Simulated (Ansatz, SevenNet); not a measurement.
For zinc-blende InAs, the machine-learned potential SevenNet-0 (trained on PBE and PBE+U data) gives:

- lattice constant a: 6.191 Å
- zone-centre TO phonon frequency: 188 cm⁻¹
- elastic constant C11: 58.5 GPa
- elastic constant C44: 18.3 GPa
- polycrystal shear modulus: 16.3 GPa

**Question.** What does r²SCAN (Ansatz, a program for electronic structure, plane waves, PAW) give for the same quantities?

**Answer.** 
- lattice constant a: 6.109 Å (falls by 1.3 %)
- zone-centre TO phonon frequency: 210 cm⁻¹ (increases by 12 %)
- elastic constant C11: 82.7 GPa (goes up by 41 %)
- elastic constant C44: 38.5 GPa (increases by 110 %)
- Voigt–Reuss–Hill shear modulus: 28.9 GPa (increases by 77 %)

For comparison: lattice constant a 6.047 Å (measured, static lattice: zero-point anharmonic expansion removed; as tabulated in Mejia-Rodriguez and Trickey (2018), arXiv:1807.09216); zone-centre TO phonon frequency 217 cm⁻¹ (measured, room temperature, no zero-point or thermal correction; as tabulated in arXiv:1704.04770); elastic constant C11 83.3 GPa (measured, temperature not stated, no zero-point or thermal correction; as tabulated in Oses et al. (2018), arXiv:1811.08464); elastic constant C44 39.6 GPa (measured, temperature not stated, no zero-point or thermal correction; as tabulated in Oses et al. (2018), arXiv:1811.08464).

Changes are worked out from the printed values.

Unless a cell is named, each level is at its own relaxed cell (SevenNet-0 29.66, r²SCAN 28.50 Å³/atom).

Ansatz's density-functional and Hartree–Fock values are scalar-relativistic unless marked +SOC, with PAW data made under PBE.
